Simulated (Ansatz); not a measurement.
## Scan of HBN, quartet

Starting geometry (PBE0/def2-TZVP stationary point for this spin, not checked as a minimum):

```xyz
3

B     0.0000   -0.1852    0.7730
N     0.0000    0.0874   -0.7050
H     0.0000    0.7718    1.5065
```

From there all distances are scaled together; atoms are numbered as listed. Energies are in eV, counted from the starting geometry at the same level.

Basis 6-31G; Ansatz 0.2.0. Only valence electrons are correlated (noble-gas cores frozen). R marks a restricted (for open shells ROHF) determinant.

Full CI is exact within this basis and frozen core; it isn't the basis-set limit.

| scale of all distances | RCCSD(T) |
| --- | --- |
| 0.885 | 1.167 |
| 1.000 | 0.000 |
| 1.100 | 0.132 |
| 1.313 | 1.498 |
| 1.514 | 2.647 |
| 1.771 | 3.411 |
| 2.018 | 3.891* |
| 2.378 | 4.334* |

An asterisk marks runs whose energy the program itself flagged as in doubt.

Problem. Estimate the full CI curve in 6-31G from this one, knowing how RCCSD(T) errs.

Solution. The computed full CI values, in eV from the starting point, and the error of RCCSD(T) against them:
```json
{"scale of all distances": "0.885", "full CI": "1.171", "RCCSD(T) less full CI": "-0.004"}
{"scale of all distances": "1.000", "full CI": "0.000", "RCCSD(T) less full CI": "0.000"}
{"scale of all distances": "1.100", "full CI": "0.125", "RCCSD(T) less full CI": "0.007"}
{"scale of all distances": "1.313", "full CI": "1.469", "RCCSD(T) less full CI": "0.029"}
{"scale of all distances": "1.514", "full CI": "2.616", "RCCSD(T) less full CI": "0.031"}
{"scale of all distances": "1.771", "full CI": "3.407", "RCCSD(T) less full CI": "0.004"}
{"scale of all distances": "2.018", "full CI": "3.900", "RCCSD(T) less full CI": "-0.009"}
{"scale of all distances": "2.378", "full CI": "4.368", "RCCSD(T) less full CI": "-0.034"}
```

Full CI's occupations show more than one leading determinant at 2.378.

The error spans 0.065 eV and is largest, -0.034 eV, at 2.378.
